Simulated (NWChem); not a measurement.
All runs are NWChem calculations. System: tetrafluoroethylene (C2F4), charge 0, spin multiplicity 1, at a geometry optimised with PBE0/def2-SVP. Level: B3LYP/cc-pVDZ, VWN1-RPA local correlation.

The NWChem input:

```
start mol
memory heap 200 mb stack 900 mb global 1100 mb
geometry units angstroms nocenter noautoz
  F      1.095496     0.000000     1.380695
  C      0.000000     0.000000     0.664677
  F     -1.095496     0.000000     1.380695
  C      0.000000     0.000000    -0.664677
  F     -1.095496     0.000000    -1.380695
  F      1.095496     0.000000    -1.380695
  symmetry group D2h
end
basis spherical
  * library cc-pvdz
end
dft
  xc b3lyp
  semidirect memsize 60000000 filesize 0
  iterations 100
end
task dft energy
```

Part of the output:

```
             Northwest Computational Chemistry Package (NWChem) 7.3.0
             --------------------------------------------------------

                                NWChem Input Module
                                -------------------

 Scaling coordinates for geometry "geometry" by  1.889725989
 (inverse scale =  0.529177249)

 Turning off AUTOSYM since
 SYMMETRY directive was detected!

                             Geometry "geometry" -> ""
                             -------------------------

 Output coordinates in angstroms (scale by  1.889725989 to convert to a.u.)

  No.       Tag          Charge          X              Y              Z
 ---- ---------------- ---------- -------------- -------------- --------------
    1 F                    9.0000     1.09549600     0.00000000     1.38069500
    2 C                    6.0000     0.00000000     0.00000000     0.66467700
    3 F                    9.0000    -1.09549600     0.00000000     1.38069500
    4 C                    6.0000     0.00000000     0.00000000    -0.66467700
    5 F                    9.0000    -1.09549600     0.00000000    -1.38069500
    6 F                    9.0000     1.09549600     0.00000000    -1.38069500

 Effective nuclear repulsion energy (a.u.)     245.4220696291

            Nuclear Dipole moment (a.u.)
            ----------------------------
        X                 Y               Z
 ---------------- ---------------- ----------------
     0.0000000000     0.0000000000     0.0000000000

      Symmetry information
      --------------------

 Group name             D2h
 Group number             26
 Group order               8
 No. of unique centers     2

      Symmetry unique atoms

     1    2


 Summary of "ao basis" -> "" (spherical)
 ------------------------------------------------------------------------------
       Tag                 Description            Shells   Functions and Types
 ---------------- ------------------------------  ------  ---------------------
 *                          cc-pvdz                   on all atoms

                                 NWChem DFT Module
                                 -----------------

 Summary of "ao basis" -> "ao basis" (spherical)
 ------------------------------------------------------------------------------
       Tag                 Description            Shells   Functions and Types
 ---------------- ------------------------------  ------  ---------------------
 F                          cc-pvdz                  6       14   3s2p1d
 C                          cc-pvdz                  6       14   3s2p1d

 Summary of "ao basis" -> "ao basis" (spherical)
 ------------------------------------------------------------------------------
       Tag                 Description            Shells   Functions and Types
 ---------------- ------------------------------  ------  ---------------------
 F                          cc-pvdz                  6       14   3s2p1d
 C                          cc-pvdz                  6       14   3s2p1d

      Symmetry analysis of basis
      --------------------------

        ag         17
        au          5
        b1g         5
        b1u        17
        b2g        13
        b2u         7
        b3g         7
        b3u        13

            General Information
            -------------------
          SCF calculation type: DFT
          Wavefunction type:  closed shell.
          No. of atoms     :     6
          No. of electrons :    48
           Alpha electrons :    24
            Beta electrons :    24
          Charge           :     0
          Spin multiplicity:     1
          Use of symmetry is: on ; symmetry adaption is: on
          Maximum number of iterations: 100
          AO basis - number of functions:    84
                     number of shells:    36
          Convergence on energy requested:  1.00D-06
          Convergence on density requested:  1.00D-05
          Convergence on gradient requested:  5.00D-04

              XC Information
              --------------
                         B3LYP Method XC Potential
                     Hartree-Fock (Exact) Exchange  0.200
                        Slater Exchange Functional  0.800 local
                    Becke 1988 Exchange Functional  0.720 non-local
              Lee-Yang-Parr Correlation Functional  0.810
                  VWN I RPA Correlation Functional  0.190 local

             Grid Information
             ----------------
          Grid used for XC integration:  medium
          Radial quadrature: Mura-Knowles
          Angular quadrature: Lebedev.
          Tag              B.-S. Rad. Rad. Pts. Rad. Cut. Ang. Pts.
          ---              ---------- --------- --------- ---------
          F                   0.50       49           8.0       434
          C                   0.70       49           6.0       434
          Grid pruning is: on
          Number of quadrature shells:    98
          Spatial weights used:  Erf1

          Convergence Information
          -----------------------
          Convergence aids based upon iterative change in
          total energy or number of iterations.
          Levelshifting, if invoked, occurs when the
          HOMO/LUMO gap drops below (HL_TOL):  1.00D-02
          DIIS, if invoked, will attempt to extrapolate
          using up to (NFOCK): 10 stored Fock matrices.

                    Damping( 0%)  Levelshifting(0.5)       DIIS
                  --------------- ------------------- ---------------
          dE  on:    start            ASAP                start
          dE off:    2 iters        100 iters           100 iters

      Screening Tolerance Information
      -------------------------------
          Density screening/tol_rho:  1.00D-10
          AO Gaussian exp screening on grid/accAOfunc:  14
          CD Gaussian exp screening on grid/accCDfunc:  20
          XC Gaussian exp screening on grid/accXCfunc:  20
          Schwarz screening/accCoul:  1.00D-08

      Superposition of Atomic Density Guess
      -------------------------------------

 Sum of atomic energies:        -472.86775696

      Non-variational initial energy
      ------------------------------

 Total energy =    -474.812701
 1-e energy   =   -1146.648816
 2-e energy   =     426.414046
 HOMO         =      -0.174234
 LUMO         =       0.169314

      Symmetry analysis of molecular orbitals - initial
      -------------------------------------------------

  Numbering of irreducible representations:

     1 ag          2 au          3 b1g         4 b1u         5 b2g
     6 b2u         7 b3g         8 b3u

  Orbital symmetries:

     1 ag          2 b1u         3 b3u         4 b2g         5 ag
     6 b1u         7 ag          8 b1u         9 b3u        10 b2g
    11 ag         12 b1u        13 b3u        14 ag         15 b2g
    16 b2u        17 b3g        18 b1u        19 b1g        20 au
    21 b3u        22 b2g        23 ag         24 b2u        25 b3u
    26 b3g        27 b1u        28 ag         29 b1u        30 b2g
    31 b3u        32 b2u        33 ag         34 ag

------------------------------------------------------------
EAF file 0: "./mol.aoints.0" size=524288 bytes
------------------------------------------------------------
               write      read    awrite     aread      wait
               -----      ----    ------     -----      ----
     calls:        1         0         0         0         0
   data(b): 5.24e+05  0.00e+00  0.00e+00  0.00e+00
   time(s): 0.00e+00  0.00e+00  0.00e+00  0.00e+00  0.00e+00
rate(mb/s): 0.00e+00  0.00e+00
------------------------------------------------------------

   convergence    iter        energy       DeltaE   RMS-Dens  Diis-err    time
 ---------------- ----- ----------------- --------- --------- ---------  ------
 d= 0,ls=0.0,diis     1   -475.3712806332 -7.21D+02  2.17D-02  1.57D+00     1.1
 d= 0,ls=0.0,diis     2   -475.2658433309  1.05D-01  1.05D-02  3.00D+00     1.2
 d= 0,ls=0.0,diis     3   -475.5285877493 -2.63D-01  1.87D-03  7.52D-02     1.4
 d= 0,ls=0.0,diis     4   -475.5337149744 -5.13D-03  3.94D-04  3.96D-03     1.5
 d= 0,ls=0.0,diis     5   -475.5340290761 -3.14D-04  2.65D-05  1.17D-05     1.6
  Resetting Diis
 d= 0,ls=0.0,diis     6   -475.5340302692 -1.19D-06  2.78D-06  1.06D-07     1.7
 d= 0,ls=0.0,diis     7   -475.5340302798 -1.06D-08  4.20D-07  1.31D-09     1.8

         Total DFT energy =     -475.534030279833
      One electron energy =    -1146.857462929912
           Coulomb energy =      478.664064300542
    Exchange-Corr. energy =      -52.762701279585
 Nuclear repulsion energy =      245.422069629122

 Numeric. integr. density =       48.000003877909

     Total iterative time =      1.4s

                  Occupations of the irreducible representations
                  ----------------------------------------------

                     irrep           alpha         beta
                     --------     --------     --------
                     ag                6.0          6.0
                     au                1.0          1.0
                     b1g               1.0          1.0
                     b1u               5.0          5.0
                     b2g               4.0          4.0
                     b2u               2.0          2.0
                     b3g               1.0          1.0
                     b3u               4.0          4.0

                       DFT Final Molecular Orbital Analysis
                       ------------------------------------

 Vector   22  Occ=2.000000D+00  E=-4.476033D-01  Symmetry=ag
              MO Center= -3.5D-14, -3.0D-17,  3.5D-14, r^2= 3.1D+00
   Bfn.  Coefficient  Atom+Function         Bfn.  Coefficient  Atom+Function
  ----- ------------  ---------------      ----- ------------  ---------------
     6      0.315488  1 F  pz                34      0.315488  3 F  pz
    62     -0.315488  5 F  pz                76     -0.315488  6 F  pz
     9      0.206046  1 F  pz                37      0.206046  3 F  pz
    65     -0.206046  5 F  pz                79     -0.206046  6 F  pz
    20     -0.199999  2 C  pz                48      0.199999  4 C  pz

 Vector   23  Occ=2.000000D+00  E=-4.351554D-01  Symmetry=b2g
              MO Center= -3.1D-15, -8.2D-18,  1.0D-14, r^2= 3.5D+00
   Bfn.  Coefficient  Atom+Function         Bfn.  Coefficient  Atom+Function
  ----- ------------  ---------------      ----- ------------  ---------------
     6     -0.252857  1 F  pz                34      0.252857  3 F  pz
    62      0.252857  5 F  pz                76     -0.252857  6 F  pz
     4      0.249081  1 F  px                32      0.249081  3 F  px
    60     -0.249081  5 F  px                74     -0.249081  6 F  px
     9     -0.166965  1 F  pz                37      0.166965  3 F  pz

 Vector   24  Occ=2.000000D+00  E=-2.526641D-01  Symmetry=b2u
              MO Center= -1.6D-15, -1.9D-16, -1.7D-15, r^2= 2.0D+00
   Bfn.  Coefficient  Atom+Function         Bfn.  Coefficient  Atom+Function
  ----- ------------  ---------------      ----- ------------  ---------------
    19      0.412048  2 C  py                47      0.412048  4 C  py
     5     -0.234037  1 F  py                33     -0.234037  3 F  py
    61     -0.234037  5 F  py                75     -0.234037  6 F  py
    22      0.216268  2 C  py                50      0.216268  4 C  py
     8     -0.184324  1 F  py                36     -0.184324  3 F  py

 Vector   25  Occ=0.000000D+00  E= 3.056968D-02  Symmetry=b3g
              MO Center= -1.4D-16, -6.3D-16,  1.7D-15, r^2= 1.8D+00
   Bfn.  Coefficient  Atom+Function         Bfn.  Coefficient  Atom+Function
  ----- ------------  ---------------      ----- ------------  ---------------
    19      0.546800  2 C  py                47     -0.546800  4 C  py
    22      0.527994  2 C  py                50     -0.527994  4 C  py
     5     -0.187246  1 F  py                33     -0.187246  3 F  py
    61      0.187246  5 F  py                75      0.187246  6 F  py
     8     -0.176442  1 F  py                36     -0.176442  3 F  py

 Vector   26  Occ=0.000000D+00  E= 7.653311D-02  Symmetry=b3u
              MO Center= -3.8D-15, -5.7D-17, -1.1D-15, r^2= 2.0D+00
   Bfn.  Coefficient  Atom+Function         Bfn.  Coefficient  Atom+Function
  ----- ------------  ---------------      ----- ------------  ---------------
    21      0.445403  2 C  px                49      0.445403  4 C  px
    18      0.397744  2 C  px                46      0.397744  4 C  px
     3     -0.279103  1 F  s                 31      0.279103  3 F  s
    59      0.279103  5 F  s                 73     -0.279103  6 F  s
     6      0.211120  1 F  pz                34     -0.211120  3 F  pz

 Vector   27  Occ=0.000000D+00  E= 1.320538D-01  Symmetry=b1u
              MO Center= -2.1D-16,  5.5D-16, -1.7D-16, r^2= 2.7D+00
   Bfn.  Coefficient  Atom+Function         Bfn.  Coefficient  Atom+Function
  ----- ------------  ---------------      ----- ------------  ---------------
    17      1.037698  2 C  s                 45     -1.037698  4 C  s
     3     -0.411009  1 F  s                 31     -0.411009  3 F  s
    59      0.411009  5 F  s                 73      0.411009  6 F  s
    16      0.291628  2 C  s                 44     -0.291628  4 C  s
    23      0.288367  2 C  pz                51      0.288367  4 C  pz

 center of mass
 --------------
 x =   0.00000000 y =   0.00000000 z =   0.00000000

 moments of inertia (a.u.)
 ------------------
         555.197338933472           0.000000000000           0.000000000000
           0.000000000000         880.881233261891           0.000000000000
           0.000000000000           0.000000000000         325.683894328419

     Multipole analysis of the density
     ---------------------------------

     L   x y z        total         alpha         beta         nuclear
     -   - - -        -----         -----         ----         -------
     0   0 0 0     -0.000000    -24.000000    -24.000000     48.000000

     1   1 0 0      0.000000      0.000000      0.000000      0.000000
     1   0 1 0     -0.000000     -0.000000     -0.000000      0.000000
     1   0 0 1      0.000000      0.000000      0.000000      0.000000

     2   2 0 0    -23.233595    -88.758953    -88.758953    154.284311
     2   1 1 0     -0.000000     -0.000000     -0.000000      0.000000
     2   1 0 1     -0.000000     -0.000000     -0.000000      0.000000
     2   0 2 0    -21.440402    -10.720201    -10.720201      0.000000
     2   0 1 1      0.000000      0.000000      0.000000      0.000000
     2   0 0 2    -23.277511   -143.641396   -143.641396    264.005281

 Task  times  cpu:        1.9s     wall:        1.9s

 Total times  cpu:        1.9s     wall:        1.9s
```
